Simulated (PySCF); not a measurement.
Species: water, H2O.
InChI=1S/H2O/h1H2

Method: CAM-B3LYP/def2-SVPD in PySCF (dipole) on a GFN2-xTB geometry, gas phase.

Take the most abundant isotopes and a rigid rotor. 

Give the principal moments of inertia and the rotational constants in GHz.

Ia = 0.58, Ib = 1.20, Ic = 1.78 u·Å²; 505379 MHz·u·Å²/I gives 871841, 420472 and 283666 MHz, that is A = 871.84, B = 420.47, C = 283.67 GHz.

Classify the top.

An asymmetric top: κ = (2 × 420472 − 871841 − 283666)/(871841 − 283666) = -0.53.

Give the coordinates in the principal-axis frame, origin at the centre of mass.

The sense of each axis is arbitrary; atoms in the order of the calculation.
| atom | mass (u) | a (Å) | b (Å) | c (Å) |
| --- | --- | --- | --- | --- |
| O1 | 15.995 | 0.000 | -0.064 | 0.000 |
| H2 | 1.008 | -0.772 | 0.505 | 0.000 |
| H3 | 1.008 | 0.772 | 0.505 | 0.000 |

List the rotational levels J(Ka,Kc) to J = 4 (MHz).

Above 0(0,0):
J = 1: 1(0,1) 704138, 1(1,1) 1155507, 1(1,0) 1292313
J = 2: 2(0,2) 2085750, 2(1,2) 2426976, 2(1,1) 2837396, 2(2,1) 4191501, 2(2,0) 4218165
J = 3: 3(0,3) 4097586, 3(1,3) 4318869, 3(1,2) 5136386, 3(2,2) 6303916, 3(2,1) 6431159, 3(3,1) 8918085, 3(3,0) 8921409
J = 4: 4(0,4) 6692346, 4(1,4) 6816990, 4(1,3) 8162314, 4(2,3) 9099534, 4(2,2) 9448227, 4(3,2) 11779457, 4(3,1) 11802199, 4(4,1) 15378663, 4(4,0) 15379006
The levels of one J sum to (2J + 1)J(J + 1)(A + B + C)/3.

Predict some low-J microwave lines.

The dipole components are |μa| = 0.00 D, |μb| = 1.89 D, |μc| = 0.00 D; the symmetry axis of this C2v structure is b, so μa and μc vanish by symmetry and there are no a-type or c-type lines. Some lines, for components of 0.1 D or more:

| type | branch | J(Ka,Kc) | MHz | lower level (cm⁻¹) |
| --- | --- | --- | --- | --- |
| b | Q | 1(1,0) ← 1(0,1) | 588175 | 23.488 |
| b | Q | 2(1,1) ← 2(0,2) | 751646 | 69.573 |
| b | R | 2(0,2) ← 1(1,1) | 930244 | 38.544 |
| b | R | 3(1,2) ← 2(2,1) | 944885 | 139.813 |
| b | Q | 3(1,2) ← 3(0,3) | 1038800 | 136.681 |
| b | R | 1(1,1) ← 0(0,0) | 1155507 | 0.000 |
| b | Q | 3(2,1) ← 3(1,2) | 1294773 | 171.331 |
| b | Q | 2(2,0) ← 2(1,1) | 1380769 | 94.645 |
| b | R | 3(0,3) ← 2(1,2) | 1670609 | 80.955 |
| b | R | 2(1,2) ← 1(0,1) | 1722838 | 23.488 |
| b | Q | 2(2,1) ← 2(1,2) | 1764525 | 80.955 |
| b | Q | 3(2,2) ← 3(1,3) | 1985046 | 144.062 |
| b | R | 3(1,3) ← 2(0,2) | 2233119 | 69.573 |
| b | Q | 3(3,0) ← 3(2,1) | 2490250 | 214.520 |
| b | Q | 3(3,1) ← 3(2,2) | 2614170 | 210.276 |
| b | R | 2(2,1) ← 1(1,0) | 2899188 | 43.107 |
| b | R | 2(2,0) ← 1(1,1) | 3062659 | 38.544 |
| b | R | 3(2,2) ← 2(1,1) | 3466520 | 94.645 |
| b | R | 3(2,1) ← 2(1,2) | 4004183 | 80.955 |
| b | R | 3(3,1) ← 2(2,0) | 4699920 | 140.703 |
| b | R | 3(3,0) ← 2(2,1) | 4729908 | 139.813 |

No frequency check. Zero-point vibration and centrifugal distortion are left out.
